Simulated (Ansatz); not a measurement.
Pb2W: from a trial structure to a relaxed crystal

Theory: Ansatz 0.2.0, DFT PBE, scalar-relativistic, plane waves, PAW. Cutoff 420 eV, Γ-centred k mesh, Gaussian smearing, no spin polarisation in the final step.

The start puts Pb2W on the rutile structure type (P4_2/mnm, No. 136), with W in place of Ti, Pb in place of O, at a guessed volume.

```xyz
6
Lattice="6.3538 0.0000 0.0000 0.0000 6.3538 0.0000 0.0000 0.0000 4.0925" Properties=species:S:1:pos:R:3 pbc="T T T"
Pb    1.9443    1.9443    0.0000
Pb    1.2326    5.1212    2.0462
Pb    4.4095    4.4095    0.0000
Pb    5.1212    1.2326    2.0462
W     0.0000    0.0000    0.0000
W     3.1769    3.1769    2.0462
```

Cell and atoms relax at zero pressure; the relaxation can't lower the symmetry of the start. After a coarse first stage the cell is made exact in the group found at 0.06 Å.

Formation energies are uncorrected and refer to the elements' standard structures at the same level.

Task: What does it relax into?

Result: It keeps P4_2/mnm (No. 136), but not the shape of the type it started on. Conventional cell: a = 7.399 Å, c = 3.103 Å. Around Pb lie 3 W at 2.81–2.88 Å and 2 Pb at 3.10 Å; W is coordinated by 6 Pb at 2.81–2.88 Å and 2 W at 3.10 Å.

```xyz
6
Lattice="7.3985 0.0000 0.0000 0.0000 7.3985 0.0000 0.0000 0.0000 3.1034" Properties=species:S:1:pos:R:3 pbc="T T T"
Pb    1.9844    1.9844    0.0000
Pb    1.7149    5.6836    1.5517
Pb    5.4142    5.4142    0.0000
Pb    5.6836    1.7149    1.5517
W     0.0000    0.0000    0.0000
W     3.6993    3.6993    1.5517
```

Task: What are its volume, energy, density and gap?

Result: The volume per atom is 28.31 Å³ and the density is 11.70 g/cm³. The energy over the elements is 0.91 eV/atom and the gap on the 6×6×12 mesh is 0 eV (a metal).

The final run used a 6×6×12 mesh on its 6-atom cell and 0.10 eV smearing. The k mesh leaves about 4 meV/atom of noise in metals. Spin–orbit coupling is left out. Symmetry constrained the relaxation, so the result can be a saddle point.

Cost: 4 runs of about 7.2 core-minutes in all, on Arm Neoverse V1 (shared hosts).